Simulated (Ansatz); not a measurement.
# Width of the whole s-p valence band of grey tin (α-Sn) at several levels of theory

No measured value is used here.

| level (code) | value (eV) | cell (Å³/atom) |
|---|---|---|
| LDA (Ansatz) | 10.77 | 34.06 |
| PBE (Ansatz) | 10.71 | 34.06 |
| PBE-D3(BJ) (Ansatz) | 10.44 | 35.47 |
| r²SCAN-D4 (Ansatz) | 10.97 | 35.02 |
| HSE06 (Ansatz) | 11.82 | 34.06 |
| r²SCANh (Ansatz) | 11.48 | 34.99 |
| Hartree–Fock (Ansatz) | 15.30 | 34.06 |

Widths are read from band energies on the run's k points.  HSE06: the run warned that the count of filled bands differs between k points. Values are at the measured cell; PBE-D3(BJ) at the level's own equilibrium cell; r²SCAN-D4 at the level's own relaxed cell; r²SCANh at the level's own equilibrium cell. Cutoffs and k meshes differ between the levels. Ansatz's density-functional and Hartree–Fock values are scalar-relativistic unless marked +SOC, with PAW data made under PBE.

Ansatz is a quantum-chemistry and plane-wave program.
